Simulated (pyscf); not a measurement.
`[CH3][SeH]` + `[H][H]` → `[CH3][SeH]` + `[H][H]` (four-centre exchange; singlet surface; H–Se, H–H broken, H–Se, H–H formed). Optimised with ωB97X-D3(BJ)/def2-SVP in PySCF. Energies in eV from the separated reactants.

```json
[
 {"level": "ωB97X-D3(BJ)/def2-TZVP", "barrier": "3.14", "reaction energy": "0.00"},
 {"level": "r²SCAN/def2-TZVP", "barrier": "[?]", "reaction energy": "0.00"},
 {"level": "B3LYP-D3(BJ)/def2-TZVP", "barrier": "2.88", "reaction energy": "0.00"},
 {"level": "PBE0-D3(BJ)/def2-TZVP", "barrier": "2.75", "reaction energy": "0.00"},
 {"level": "M06-2X/def2-TZVP", "barrier": "3.10", "reaction energy": "0.00"},
 {"level": "HF/def2-TZVP", "barrier": "[?]", "reaction energy": "0.00"}
]
```

Task: Fill in the missing entries.

Result: 
- r²SCAN/def2-TZVP, barrier: 2.73
- HF/def2-TZVP, barrier: 4.00

The functionals in the table span 0.41 eV in this barrier, from r²SCAN to ωB97X-D3(BJ)/def2-TZVP. One saddle was located; it need not be the lowest between these sides. Elements up to Kr have no core potential and no relativistic terms here.
